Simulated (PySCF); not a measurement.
# NaMg+: bond curves at several levels of theory

The task here is to estimate one member of a computed series from the others.

Program: PySCF 2.14.0. Level of theory: Na aug-cc-pVDZ, Mg aug-cc-pVDZ, no relativity. These are calculated values, not measurements.

The first run:

The job is set up so:

```yaml
atoms: Na, Mg
charge: 1
basis: Na aug-cc-pVDZ, Mg aug-cc-pVDZ
Hamiltonian: no relativity
basis_functions: 54
electrons_treated: 22
masses_in_u: 22.9898, 23.9850
levels: PBE0, PBE, r²SCAN, B97-3, M06-L, revPBE, CAM-B3LYP, HF, MP2, SCS-MP2, CCSD, CCSD(T)
grid: 80 radial by 434 angular points
occupations: held fixed by the projection of orbital angular momentum
dissociation_limit: Na+ + Mg, each in its ground configuration
starting_distance_in_angstrom: 3.030
values_of_2S_to_try: 0, 2
```

Run with:

```bash
> OMP_NUM_THREADS=1 python dia.py task.json out
```

Among the steps run: Input; PBE0 along the bond; Other states along the same grid; PBE (GGA); r²SCAN (meta-GGA); B97-3 (global hybrid GGA); M06-L; revPBE (GGA); CAM-B3LYP; RHF; Adding correlation.

One of the session's tables, all rows but one given; the rest of the session is left out.

It belongs to the step «Constants by level of theory». 

```
      level  Re (Å)  ωe (cm⁻¹)  De (eV)
        RHF   3.331      138.7     0.51
    RHF-MP2   3.289      141.6     0.53
RHF-SCS-MP2   3.291      141.4     0.52
   RHF-CCSD   3.286      143.4     0.52
RHF-CCSD(T)   3.285      143.5     0.52
        PBE   3.198      149.7     0.66
     revPBE   3.247      145.2     0.64
     r²SCAN   3.260      144.0     0.57
      M06-L   3.425      113.2    0.487
       PBE0   3.207      151.3     0.63
      B97-3   3.221      146.5     0.55
  CAM-B3LYP       ?          ?        ?
```

Estimate the missing values for CAM-B3LYP.

As computed: Re (Å): 3.164; ωe (cm⁻¹): 153.5; De (eV): 0.62. In the column «Re (Å)» it is the lowest.

De is counted to Na+ + Mg in their ground configurations.
